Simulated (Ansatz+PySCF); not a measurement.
The numbers below are computed, except where a source is named.
## PySCF 2.14.0 run

```python
from pyscf import gto, dft

mol = gto.M(atom="""
C 0.000000 0.000000 -0.759560
C 0.000000 0.000000 3.797810
H 0.000000 -1.023960 -1.165110
H -0.886780 0.511980 -1.165110
H 0.886780 0.511980 -1.165110
H 0.000000 1.023960 4.203360
H -0.886780 -0.511980 4.203360
H 0.886780 -0.511980 4.203360
""", basis='cc-pvdz', charge=0, spin=0)
mf = dft.RKS(mol, xc='pbe0')
mf.init_guess = 'minao'
mf.kernel()
while True:  # follow internal instabilities
    mo, _, stable, _ = mf.stability(return_status=True)
    if stable: break
    mf.kernel(mf.make_rdm1(mo, mf.mo_occ))
print(mf.converged, mf.e_tot, mf.spin_square()[0])
```

The script is written out from the run's settings.

The run gave:

* Converged: yes
* Total energy: -79.45696 hartree
* Spin squared of the determinant: 0.000

Caution: charge can spread falsely over distant fragments; an unrestricted determinant lies well below.
